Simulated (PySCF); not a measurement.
How well do the runs reproduce experiment for C5H10S?

**The experiment to reproduce.**

NIST CCCBDB Release 22 (SRD 101), experimental dipoles lists, for the gas: dipole moment 1.781 D.

The results are set against them at the end.

Species: C5H10S.
SMILES with atom numbers: `[CH2:1]1[CH2:2][CH2:3][S:4][CH2:5][CH2:6]1` (hydrogens: H7, H8 on C1; H9, H10 on C2; H11, H12 on C3; H13, H14 on C5; H15, H16 on C6)

Cartesian coordinates in Å at the PBE0-D3(BJ)/def2-TZVP level; atoms count from 1:
```xyz
16
C5H10S angstrom
C     -0.0942   -1.1890    0.0601
C     -1.2594   -0.3696   -0.4781
C     -1.3102    1.0278    0.1141
S      0.1723    1.9915   -0.2512
C      1.3919    0.8280    0.3937
C      1.2623   -0.5558   -0.2181
H     -0.2144   -1.3117    1.1444
H     -0.1251   -2.1950   -0.3679
H     -2.2009   -0.8846   -0.2578
H     -1.1830   -0.2901   -1.5675
H     -2.1425    1.6022   -0.2977
H     -1.4470    0.9819    1.1995
H      1.2936    0.7772    1.4834
H      2.3660    1.2694    0.1733
H      1.4220   -0.4837   -1.2988
H      2.0546   -1.1977    0.1827
```

Runs made with PySCF (gas phase, on this PBE0-D3(BJ)/def2-TZVP geometry; no spin–orbit coupling):

```csv
level,job,basis functions,wall time
"PBE0-D3(BJ)/def2-TZVP, grid level 2",geometry optimisation from a GFN2-xTB start shaken at random,252,1.9 min
PBE0/pcSseg-2,"shieldings, ring-centre shieldings, charges and field gradients, density and orbital grids written",363,47 s
```

Hardware: an AMD EPYC 9R45 with one thread, no GPU, shared host.

## Comparison

**Dipole moment.** Measured: 1.781 D (NIST CCCBDB Release 22 (SRD 101), experimental dipoles).

```csv
level,computed (D),computed − measured (D),% (from the printed values)
PBE0-D3(BJ)/def2-TZVP,1.827,+0.046,+3
PBE0/pcSseg-2,1.884,+0.103,+6
```

Closest is PBE0-D3(BJ)/def2-TZVP (+0.046 D), furthest PBE0/pcSseg-2 (+0.103 D); one molecule doesn't rank methods. The computed dipoles belong to one fixed geometry; measured ones are averaged over vibrations unless marked μe. Magnitudes are compared, not signs.

The geometry is computed, not the measured one. Where a level misses, the cause wasn't examined.
